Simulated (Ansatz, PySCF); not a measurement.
Species: fluoromethane, CH3F, net charge 0, singlet state. 
Coordinates optimised at B3LYP-D3(BJ)/def2-TZVP (Ansatz, an electronic-structure program):
```
C
F 1 1.3893
H 1 1.0909 2 108.82
H 1 1.0909 3 110.11 2 -119.20
H 1 1.0909 3 110.11 4 -121.60
```

Wanted: vertical ionisation energy (to the doublet state of charge +1; each state is the SCF solution reached for its spin; the molecule has degenerate orbitals, so one determinant may break the symmetry; for the doublet T1 is 0.065), in eV. Correlated levels leave the core frozen unless marked. UHF or UKS for open shells. No spin-orbit coupling. Non-relativistic. Basis-set limits of correlation are two-point, X^-3; Hartree-Fock from the larger set. [CCSD(T)-MP2]/basis is that difference in the basis named.

```json
[
 {"level": "PBE/def2-TZVPD", "program": "Ansatz", "vertical ionisation energy (eV)": "12.70", "minus last row": "-0.82"},
 {"level": "wB97X-V/def2-TZVPD", "program": "Ansatz", "vertical ionisation energy (eV)": "13.11", "minus last row": "-0.41"},
 {"level": "SCS-MP2/def2-SVPD", "program": "Ansatz", "vertical ionisation energy (eV)": "13.91", "minus last row": "0.39"},
 {"level": "SCS-MP2/def2-TZVPPD", "program": "Ansatz", "vertical ionisation energy (eV)": "13.95", "minus last row": "0.43"},
 {"level": "CCSD/aug-cc-pVDZ", "program": "Ansatz", "vertical ionisation energy (eV)": "13.28", "minus last row": "-0.24"},
 {"level": "RI-MP2/CBS(def2-TZVPPD,def2-QZVPPD)+[CCSD(T)-MP2]/def2-TZVPPD", "program": "Ansatz", "vertical ionisation energy (eV)": "13.51", "minus last row": "-0.01"},
 {"level": "RI-MP2/CBS(aug-cc-pVTZ,aug-cc-pVQZ)+[CCSD(T)-MP2]/aug-cc-pVTZ", "program": "Ansatz", "vertical ionisation energy (eV)": "13.52", "minus last row": "0.00"}
]
```

For comparison, minus the highest occupied orbital energy (PySCF): 9.67 eV at B3LYP/def2-TZVPD, 11.69 eV at M06-2X/def2-TZVPD, 14.47 eV at HF/def2-TZVPD.
